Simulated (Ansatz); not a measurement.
# AlSiH (singlet): from Hartree-Fock to the top rungs, 6-31G

How much of the correlation energy of AlSiH (singlet) does each wave-function method recover here?

The runs use Ansatz 0.2.0, Gaussian basis; 6-31G, core rule «outside noble gas», up to 10 orbitals frozen.

The runs, in order: UHF; CCSD(T) on RHF; CCSD(T) on UHF; BCCD(T) on RHF; CISD; CCSDT(Q) on RHF; CCSDT(Q) on UHF; CISDTQ; CCSDTQ on RHF; CCSDTQ on UHF; CASSCF and MRCISD+Q, 8 electrons in 9 orbitals; CASSCF and NEVPT4(SD), 8 electrons in 9 orbitals; CASSCF and NEVPT2, 8 electrons in 9 orbitals; Full CI.

14 further runs of the same task are left out: 7 that didn't finish, 7 set aside as unsound or not needed. Runs told in other sessions of the task aren't counted.

### 1 The system

The geometry is a PBE0/def2-TZVP stationary point (not a proven minimum).

3 atoms, charge 0, spin multiplicity 1.

Atoms are counted from 1 here; the program's logs count them from 0.

Bond lengths: Si1–Al2 2.354 Å, Al2–H3 1.595 Å. Angles: Si1–Al2–H3 180.0°.

As a file:

| atom | x (Å) | y (Å) | z (Å) |
| --- | --- | --- | --- |
| Si1 | 0.0000 | 0.0000 | 2.1008 |
| Al2 | 0.0000 | 0.0000 | -0.2530 |
| H3 | 0.0000 | 0.0000 | -1.8478 |

### 2 UHF

File in.yaml:

```yaml
crystal:
  periodic: [false, false, false]
  atoms:
    - {symbol: Si, position_ang: [0.000000, 0.000000, 2.100805]}
    - {symbol: Al, position_ang: [0.000000, 0.000000, -0.252999]}
    - {symbol: H, position_ang: [0.000000, 0.000000, -1.847805]}
basis:
  gaussian: {orbitals: 6-31G}
magnetization: {spin_polarized: true, initial_magnetization: 0}
hamiltonian: {xc: hf}
output: {orbitals: {seedname: orbitals}}
```

Started as:

```
$ ansatz run in.yaml --threads 1 --pin off --events-out ev --progress --plain --max-ram 2393MiB
```

The runs that follow: CCSD(T) on RHF; CCSD(T) on UHF; BCCD(T) on RHF; CISD; CCSDT(Q) on RHF; CCSDT(Q) on UHF; CISDTQ; CCSDTQ on RHF; CCSDTQ on UHF; CASSCF and MRCISD+Q, 8 electrons in 9 orbitals; CASSCF and NEVPT4(SD), 8 electrons in 9 orbitals; CASSCF and NEVPT2, 8 electrons in 9 orbitals; Full CI.

**Question.** What will the summary of the whole plan be? Wanted: FCI from the RHF energy; RMP2 from FCI; RCCSD from FCI; RCCSD(T) from FCI; RCCSDT(Q) from FCI; NEVPT2 valence from FCI; NEVPT4(SD) valence from FCI; MRCISD+Q valence from FCI; T1 diagnostic.

**Answer**, as computed:

| quantity | value |
| --- | --- |
| FCI from the RHF energy | -2.8763 eV |
| RMP2 from FCI | +87.7 kJ/mol |
| RCCSD from FCI | +18.8 kJ/mol |
| RCCSD(T) from FCI | +10.7 kJ/mol |
| RCCSDT(Q) from FCI | +1.0 kJ/mol |
| NEVPT2 valence from FCI | +19.4 kJ/mol |
| NEVPT4(SD) valence from FCI | +3.0 kJ/mol |
| MRCISD+Q valence from FCI | +0.2 kJ/mol |
| levels within 1 kcal/mol (43 meV) | RCCSDT(Q), RCCSDTQ, NEVPT4(SD) valence, MRCISD valence, MRCISD+Q valence |
| T1 diagnostic | 0.029 |
| effectively unpaired electrons | 2.08 |

RCCSD(T) lands +10.7 kJ/mol from the yardstick (3.8 % of the correlation energy). The occupations show strong static correlation (2.1 unpaired electrons where one determinant has 0). Coupled cluster on one determinant still stays close here. Of the multireference levels listed MRCISD+Q valence comes nearest in total energy (+0.2 kJ/mol), which doesn't show that its space is the better one. These misses are within one basis, not against nature.

The restricted and unrestricted ladders end 0.62 eV apart at CCSDT(Q), which points to two states or an unsound top rung; rows of one don't measure the error of the other.
